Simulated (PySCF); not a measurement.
All numbers come from PySCF, PBE0, basis C def2-TZVP, Cl def2-TZVP (no relativity, density fitting).

Each entry is the lowest minimum that a search over a few typed start shapes (and spin states, where more than one is plausible) found, or that minimum re-optimised at the stated level; isomers with ligand–ligand bonds, or fragments after loss of a ligand pair, can lie lower. Open shells are unrestricted.

CCl₂ is a singlet of C2v symmetry with C–Cl 1.708 Å (×2); Cl–C–Cl 109.5°. Its wavenumbers are 342, 742, 792 cm⁻¹.

**Question.** What changes when one electron is removed, giving CCl₂⁺?

**Answer.** It costs 8.92 eV between the minima (8.95 eV with zero-point energy). CCl₂⁺ is a doublet of C2v symmetry with C–Cl 1.582 Å (×2); Cl–C–Cl 135.8°; wavenumbers 348, 766, 1275 cm⁻¹.
